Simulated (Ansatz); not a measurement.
A run of Ansatz (development build ahead of 0.2.0) on singlet CH₂F₂ at this shape:

```xyz
5

C     0.4517    0.0000    0.0000
H     1.0227    0.5944    0.5944
H     1.0227   -0.5944   -0.5944
F    -0.2642    0.7129   -0.7129
F    -0.2642   -0.7129    0.7129
```

Its results:

| Quantity | Value |
| --- | --- |
| Converged | yes |
| Reference energy | -237.97987 hartree |
| Correlation energy | -0.65216 hartree |
| Total energy | -238.63203 hartree |
| Spin squared of the determinant | 0.000 |

Which input gives this output? Name the method, the orbitals and the basis set, and write the input.

RHF-MP2 in def2-TZVP. An unrestricted run that stays on the closed shell gives the same numbers.

```yaml
crystal:
  periodic: [false, false, false]
  atoms:
    - { symbol: C, position_ang: [0.45174, 0.0, 0.0] }
    - { symbol: H, position_ang: [1.02265, 0.59437, 0.59437] }
    - { symbol: H, position_ang: [1.02265, -0.59437, -0.59437] }
    - { symbol: F, position_ang: [-0.26421, 0.71292, -0.71292] }
    - { symbol: F, position_ang: [-0.26421, -0.71292, 0.71292] }
basis:
  gaussian: { orbitals: def2-TZVP }
hamiltonian:
  xc: hf
correlation:
  method: mp2
  frozen_orbitals: { C: 1, F: 1, H: 0 }
```

Caution: no unrestricted run beside it, a lower state can exist.
